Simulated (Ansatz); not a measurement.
Results of r²SCAN (Ansatz, a quantum-chemistry and plane-wave program, plane waves, PAW) for rock-salt HfC.

Numerical settings: plane-wave cutoff 600 eV, 16×16×16 k mesh, Fermi–Dirac smearing 0.1 eV, finite displacements, scalar-relativistic PAW data made under PBE.

Cell (relaxed at this level):

HfC is taken in the cubic space group Fm-3m (No. 225), the rock salt structure, Pearson symbol cF8. Conventional cell: a = b = c = 4.6405 Å, α = β = γ = 90.00°. Hf on 4a is surrounded by 6 C at 2.320 Å (octahedral). C on 4b sees 6 Hf at 2.320 Å (octahedral). (Neighbours: up to the widest gap in distance over summed covalent radii, below 1.35, at either atom; cation-cation and far metal-metal contacts left out.)
(The calculation used a cell of 2 atoms; values per cell refer to that cell.)

Task: Predict the zone-centre TO phonon frequency.

Result: 
- zone-centre TO phonon frequency: 423 cm⁻¹

Spin–orbit coupling is not included.
